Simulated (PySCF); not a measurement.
Gas-phase reaction: 4 CH₄ = C₄H₆ (butadiene) + 5 H₂

Energies from PySCF (xtb for GFN2), thermal terms from the rigid-rotor harmonic-oscillator model, ideal gas at 1 bar. 'Table' is the NASA 1993 thermochemical table (part measured, part estimated). † marks an energy on the PBE0/def2-TZVP geometry and frequencies; other levels use their own. All species are closed-shell singlets.

Levels: a) PBE0/def2-TZVP; b) M06-2X/def2-TZVP†; c) PBE0/def2-SVP†; d) GFN2-xTB.

Order the levels by the distance of their ΔH°(298 K) from the table for this reaction, closest first.

b (-3 kJ), a (+39 kJ), c (+61 kJ), d (+85 kJ)

The table gives 408 kJ. The order holds for this reaction alone, and for the 1993 entries, some of which have been revised since.
